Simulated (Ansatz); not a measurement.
**How far each method lies from full CI for GeH$_{2}$, triplet**

Geometry: displaced at random from a stationary point.

```yaml
atoms:
  - { symbol: Ge, position_ang: [-0.0006, -0.0212, 0.0009] }
  - { symbol: H, position_ang: [-0.0015, 0.7325, -1.3447] }
  - { symbol: H, position_ang: [0.0465, 0.7918, 1.2815] }
```

Basis cc-pVDZ; Ansatz 0.2.0. Correlated methods freeze the noble-gas cores and the filled d shells of p-block atoms, which leaves 6 electrons in 23 orbitals. Prefix R: restricted or restricted open-shell reference; prefix U: unrestricted. Active spaces: valence = (6e, 6o) chosen from the atoms' valence shells. No spin–orbit coupling is included, and no scalar relativity.

Full CI is exact within this basis and frozen core; it isn't the basis-set limit. The frozen core follows each run's orbitals, which can shift R against U totals by a few meV for light atoms and by up to 0.1 eV past Ca.

For open shells CISD is restricted-active-space CI with the open shells as a complete middle space.

```
UHF ⟨S²⟩                          : 2.005
T1 diagnostic (RCCSD)             : 0.0180
largest doubles amplitude (RCCSD) : 0.048
```

```csv
level,E − E(RHF) (eV)
RMP2,-1.9298
RCCSD,-2.4948
RCCSD(T),-2.5420
```

(1) Estimate how far full CI in cc-pVDZ lies from RCCSD(T). The table doesn't fix it; the size of (T) and the diagnostics are the guide.

(1) Full CI in cc-pVDZ lies 1.5 kJ/mol below RCCSD(T), which is 32 % of the (T) step (-4.6 kJ/mol). The diagnostics give no warning, yet the rest is a sizeable part of (T).

The other levels:

```
                            level  E − E(full CI) (kJ/mol)  share of correlation (%)  wall time
                             CISD                     11.1                     95.49      0.6 s
                          BCCD(T)                      1.4                     99.42     0.72 s
                           RCCSDT                      0.0                     99.98          –
                        RCCSDT(Q)                      0.0                    100.02      2.4 s
                          RCCSDTQ                     -0.1                    100.02       14 s
           CASSCF (valence space)                    162.8                     34.02          –
           NEVPT2 (valence space)                     48.0                     80.54     0.93 s
           MRCISD (valence space)                      5.7                     97.68          –
         MRCISD+Q (valence space)                     -0.1                    100.04      1.2 s
MRCISD+Q(relaxed) (valence space)                     -1.9                    100.76      1.3 s
```

The correlation energy at full CI, counted from RHF, is -2.557 eV. That run took 3.2 s on 1 thread of Intel Xeon Platinum 8375C, shared host over 1,563,320 determinants.

Run but not shown, since their state or frozen core can't be matched to the reference's or they repeat it: UHF, UMP2, UCCSD, UCCSD(T), UCCSDT, UCCSDT(Q).

Times hold each run's SCF and search for its determinant on a shared host, so for small cases they say little of a method's own cost; they ran on 1 thread of Intel Xeon Platinum 8375C.

Not variational, and here over 5 meV under the exact energy: MRCISD+Q(relaxed) (valence space).

The full-CI state has the irrep A'' of Cs, in the program's axes.

Natural occupations of full CI about the gap: 1.958 1.945 0.994 0.989 0.032 0.023 0.009 0.008 0.007 0.007; effectively unpaired electrons, Σ n²(2−n)², 2.03.
